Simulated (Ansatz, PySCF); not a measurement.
Cl2, SMILES ClCl.

Geometry: B3LYP-D3(BJ)/def2-TZVPD.

Vertical ionisation energy (IE) and electron affinity (EA) in eV. Rows of orbital energies are one-electron estimates. Where ΔSCF, EOM or ADC give a negative EA the extra electron is unbound and the value depends on the basis.

| level | IE | EA |
|---|---|---|
| −ε(HOMO), −ε(LUMO), B3LYP/def2-TZVPD (PySCF) | 8.52 | 3.63 |
| −ε(HOMO), −ε(LUMO), CAM-B3LYP/def2-TZVPD (PySCF) | 10.19 | 2.19 |
| −ε(HOMO), −ε(LUMO), PBE/def2-TZVPD (PySCF) | 7.36 | 4.44 |
| EOM-CCSD/aug-cc-pVDZ (PySCF) | 11.39 | 0.68 |
| ADC(2)/aug-cc-pVDZ (PySCF) | 10.93 | 0.87 |
| ΔSCF, PBE0/def2-TZVPD (Ansatz), final states of multiplicity 2 and 2 | 11.51 | 1.04 |
| ΔSCF, PBE/def2-TZVPD (Ansatz), final states of multiplicity 2 and 2 | [?] | [?] |

Question: Fill in the missing entries. (An estimate is asked for; the answer gives what the named calculation found.)

Answer: 
- ΔSCF, PBE/def2-TZVPD (Ansatz, a quantum-chemistry and plane-wave program), final states of multiplicity 2 and 2, IE: 11.24
- ΔSCF, PBE/def2-TZVPD (Ansatz), final states of multiplicity 2 and 2, EA: 1.04

Question: What vertical singlet–triplet gap does ΔSCF give with PBE0/def2-TZVPD (Ansatz) and with PBE/def2-TZVPD (Ansatz)? (An estimate is asked for; the answer gives what the named calculation found.)

Answer: 2.72 and 2.59 eV (triplet above singlet where positive).

Question: Beyond the first one, list the lowest photoelectron lines from PySCF with ADC(2)/aug-cc-pVDZ with their pole strengths (two spins summed). (Estimate from the structure and the level; the computed values follow.)

Answer: 13.70 eV (1.76), 13.70 eV (1.76), 15.62 eV (1.81), 23.74 eV (1.39).
